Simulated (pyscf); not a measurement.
Optimised with ωB97X-D3(BJ)/def2-SVP in PySCF.

### Question
Estimate the classical barrier height and the reaction energy of `[SiH2][SiH2][AsH2]` [doublet] + `[H][H]` → `[SiH3][SiH2][AsH2]` + `[H]` [doublet] at ωB97M-D3(BJ)/def2-TZVP. The step runs on the doublet surface, breaks H–H and forms H–Si; take the separated reactants as zero.

### Answer
ΔE‡ = 19.1 kcal/mol, ΔE = +14.4 kcal/mol. Zero-point energy shifts the barrier by -1.0 kcal/mol. It is a hydrogen abstraction, with an imaginary mode of 903i cm⁻¹. •H₂Si–SiH₂–AsH₂ lies 24.5 kcal/mol over its isomer H₃Si–As•–SiH₃ (electronic energy, ωB97M-D3(BJ)/def2-TZVP). H₃Si–SiH₂–AsH₂ lies 7.4 kcal/mol over its isomer H₃Si–AsH–SiH₃ (electronic energy, ωB97M-D3(BJ)/def2-TZVP). This is the saddle that the search found; another between the same sides may lie lower. The angle at the transferred H is 178°. Elements up to Kr have no core potential and no relativistic terms here.
